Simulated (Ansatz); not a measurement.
# SiHClF radical: basis-set convergence

Aim: see how fast density functionals and correlated methods converge with the basis set for SiHClF radical.

Computed with Ansatz 0.2.0, Gaussian basis. Level: one geometry, several basis sets.

Levels to be run: PBE0-D4/def2-SVP; ωB97M-V/def2-SVP; PBE0-D4/def2-QZVPP; ωB97M-V/def2-QZVPP; CCSD(T)/cc-pV(D+d)Z; CCSD(T)/cc-pV(T+d)Z; CCSD(T)/cc-pV(Q+d)Z; the functionals' def2-TZVPP values are taken from earlier runs.

### Step 1. Structure used throughout

An earlier PBE0-D4/def2-TZVP relaxation fixed the geometry.

SMILES `F[SiH]Cl`, 4 atoms, charge 0, spin multiplicity 2.

Atoms are counted from 1 here; the program's logs count them from 0.

Bond lengths: F1–Si2 1.595 Å, Si2–Cl3 2.044 Å, Si2–H4 1.491 Å. Angles: F1–Si2–Cl3 108.5°, F1–Si2–H4 107.3°, Cl3–Si2–H4 108.4°.

### Step 2. PBE0-D4 in def2-SVP

in.yaml reads:

```yaml
crystal:
  periodic: [false, false, false]
  atoms:
    - {symbol: F, position_ang: [-1.027828, -0.370258, 1.082681]}
    - {symbol: Si, position_ang: [-0.251690, -0.252407, -0.306222]}
    - {symbol: Cl, position_ang: [1.745999, -0.508212, 0.042431]}
    - {symbol: H, position_ang: [-0.466482, 1.130877, -0.818890]}
basis:
  gaussian: {orbitals: def2-SVP}
magnetization: {spin_polarized: true, initial_magnetization: 1}
hamiltonian: {xc: pbe0, dispersion: d4}
output: {orbitals: {seedname: orbitals}}
```

Launch:

```console
ansatz run in.yaml --threads 2 --pin off --events-out ev --progress --plain --max-ram 22528MiB --backend cpu
```

After this run come: ωB97M-V in def2-SVP; PBE0-D4 in def2-QZVPP; ωB97M-V in def2-QZVPP; CCSD(T) in cc-pV(D+d)Z; CCSD(T) in cc-pV(T+d)Z; CCSD(T) in cc-pV(Q+d)Z.

Before running them: what should the planned runs give, taken together? Wanted: MP2 correlation recovered, cc-pV(D+d)Z; MP2 correlation recovered, cc-pV(T+d)Z; MP2 correlation recovered, cc-pV(Q+d)Z; CCSD(T) limit from def2 sets; PBE0-D4: double and triple zeta above quadruple; ωB97M-V: double and triple zeta above quadruple.

**Answer**, as computed:

```
                                                  quantity           value
                    MP2 correlation recovered, cc-pV(D+d)Z          64.2 %
                    MP2 correlation recovered, cc-pV(T+d)Z          85.8 %
                    MP2 correlation recovered, cc-pV(Q+d)Z          94.1 %
CCSD(T) limit from def2 sets (earlier runs) minus this one         -70 meV
           PBE0-D4: double and triple zeta above quadruple  11.61, 0.80 eV
           ωB97M-V: double and triple zeta above quadruple  11.57, 0.76 eV
```

For PBE0-D4 the step from double to triple zeta gains 10.81 eV and the next only 0.80 eV. Correlation climbs from 64 % (cc-pV(D+d)Z) to 94 % (cc-pV(Q+d)Z) of the limit; Hartree-Fock is 0.144 eV from its own by then. A limit from the def2 sets, made apart, differs by 70 meV, a least measure of the doubt on such a limit. These are total energies; as a rule much of such shifts cancels in differences, which this series doesn't test.
